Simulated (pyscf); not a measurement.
HO–SiH(OH)–OH + water (H₂O) → orthosilicic acid (HO–Si(OH)(OH)–OH) + hydrogen (H₂), a four-centre exchange (singlet surface; H–Si, H–O broken, O–Si, H–H formed). PySCF, gas phase, ωB97X-D3(BJ)/def2-SVP geometries. Energies in kJ/mol from the separated reactants.

Small-basis levels: PySCF, no dispersion term, spherical d functions. AM1 to PM7: differences of heats of formation from MOPAC. Cost: rough CPU time at the saddle relative to B3LYP/6-31G*, from one job on a shared machine.

```json
[
 {"level": "HF/3-21G", "barrier": "141.3", "reaction energy": "-146.9", "cost": "0.05"},
 {"level": "MP2/6-31G*", "barrier": "152.7", "reaction energy": "-126.3", "cost": "0.1"},
 {"level": "BP86/6-31G*", "barrier": "106.2", "reaction energy": "-110.6", "cost": "2"},
 {"level": "PBE/6-31G*", "barrier": "96.8", "reaction energy": "-111.3", "cost": "2"},
 {"level": "B3LYP/3-21G", "barrier": "59.2", "reaction energy": "-151.9", "cost": "0.8"},
 {"level": "B3LYP/6-31G*", "barrier": "131.2", "reaction energy": "-113.1", "cost": "1"},
 {"level": "M06-2X/6-31G*", "barrier": "117.9", "reaction energy": "-123.7", "cost": "3"},
 {"level": "B3LYP/6-311+G**", "barrier": "155.7", "reaction energy": "-76.9", "cost": "2"},
 {"level": "PBE/def2-SVP", "barrier": "84.8", "reaction energy": "-95.1", "cost": "1"},
 {"level": "B3LYP/def2-SVP", "barrier": "118.7", "reaction energy": "-96.8", "cost": "0.9"},
 {"level": "AM1", "barrier": "170.4", "reaction energy": "-91.9", "cost": "under 0.02"},
 {"level": "PM6", "barrier": "151.3", "reaction energy": "-152.8", "cost": "under 0.02"},
 {"level": "ωB97M-D3(BJ)/def2-TZVP", "barrier": "122.8", "reaction energy": "-103.5", "cost": "–"}
]
```

Against the last row the barrier runs from -63.6 (B3LYP/3-21G) to +47.5 kJ/mol (AM1). ωB97M-D3(BJ)/def2-TZVP has limits of its own. On the reactant side the descent ends in a bound adduct (not fully relaxed), 38.5 kJ/mol under the separated species and 164.9 kJ/mol under the saddle at ωB97X-D3(BJ)/def2-TZVP. One saddle was located; it need not be the lowest between these sides.
